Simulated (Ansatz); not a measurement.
Relaxed structures of AlSiNH₅ (charge +1), singlet (PBE0-D4/def2-TZVP; forces vanish, vibrations not checked; lower isomers may exist, and structures with a doubtful reference or unclear bonds are left out; Å). Ansatz 0.2.0; basis: def2-TZVPP; cores frozen in the correlated methods.

Question: Rank them by CCSD(T) energy, lowest first, and give each one's height above the lowest. Links in brackets join atoms within 1.22 times the sum of their covalent radii (1.1 for two metals). (Judge from chemistry; the value comes from the calculation.)
A.
AlSiNH₅ ([NH2][SiH][AlH2]), total charge +1
```
8
angstrom
N -1.1562 0.9214 -0.8006
Al 0.9746 -1.5933 0.8009
Si 0.2618 0.7338 0.0362
H -1.7764 0.1575 -1.0355
H -1.5020 1.8122 -1.1357
H 0.8889 2.0684 0.1873
H 2.3403 -1.6030 1.5613
H -0.1071 -2.6395 0.3646
```
B.
AlSiNH₅ ([NH2][Al]123[H][Si]1([H]2)[H]3), total charge +1
```
8
angstrom
N -1.4141 1.1917 -0.6000
Al -0.0308 0.4753 0.1314
Si 1.8688 -0.5205 1.1071
H -2.3369 0.7812 -0.6143
H -1.4235 2.0909 -1.0600
H 1.7407 0.4847 -0.1753
H 0.7840 0.4917 1.7595
H 0.5388 -1.2004 0.4420
```
C.
AlSiNH₅ ([NH2][AlH][SiH2]), total charge +1
```
8
angstrom
N -1.2076 0.8605 -0.8193
Al 0.3119 1.0139 0.0229
Si 0.8993 -1.3547 0.7209
H -1.7244 0.0092 -0.9813
H -1.7085 1.6383 -1.2291
H 1.2745 2.1830 0.3909
H 2.1036 -1.8098 1.4596
H 0.0514 -2.5405 0.4353
```

Answer: Computed: B (0.00 kcal/mol), A (2.12 kcal/mol), C (14.85 kcal/mol). Heights count from the lowest.

No T1 diagnostic of these runs exceeds 0.016.

For scale, one of the runs: CCSD(T)/def2-TZVPP, 185 basis functions, launched by `ansatz run in.yaml --threads 2 --pin off --events-out ev --progress --plain --max-ram 4352MiB`. Time: 26 s of wall clock on 2 CPU threads of an Arm Neoverse V1; the host was shared. Peak host memory: 1.6 GiB.
